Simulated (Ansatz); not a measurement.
System: fcc Al. Method: RPBE (Ansatz, a program for electronic structure, PAW).

Run with plane-wave cutoff 520 eV, 24×24×24 k mesh, Fermi–Dirac smearing 0.05 eV, scalar-relativistic PAW data made under PBE.

Pressure at four volumes; x = ln(V/16.789 Å³). One pressure is withheld.

```
V (Å³/atom)        x  P (GPa)
-----------  -------  -------
15.781       -0.0619     5.34
16.789        0.0000     0.00
17.460        0.0392    -2.68
17.796        0.0582        ?
```

Question: Pass a parabola P(x) through the three rows shown, estimate the bulk modulus and its pressure derivative near zero pressure, and predict the withheld pressure.

Answer: Slopes between the rows: (0.00 − (5.34))/(0.0000 − (-0.0619)) = -86.27 and (-2.68 − (0.00))/(0.0392 − (0.0000)) = -68.37 GPa. Their difference over the span 0.1011 is c = 17.90/0.1011 = 177.1 GPa, so P(x) = 5.34 + (-86.27)(x − (-0.0619)) + 177.1 (x − (-0.0619))(x − (0.0000)). At the middle row B = −dP/dx = −[-86.27 + 177.1 × 0.0619] = 75.3 GPa, and B′ = dB/dP = 2c/B = 4.7. At x = 0.0582 the parabola gives -3.78 GPa; the run gives -3.81 GPa. The Birch–Murnaghan fit to the energies at all volumes has B0 = 74.8 GPa and B′ = 4.6.

Measured, for comparison: bulk modulus 80.8 GPa (corrected for temperature and zero-point phonon effects, our sources range from 77.1 to 82.0; as tabulated in Levämäki et al. (2014), arXiv:1402.3671). Computed (rounded) less measured: bulk modulus -7 % (-3 % to -9 % over the range).
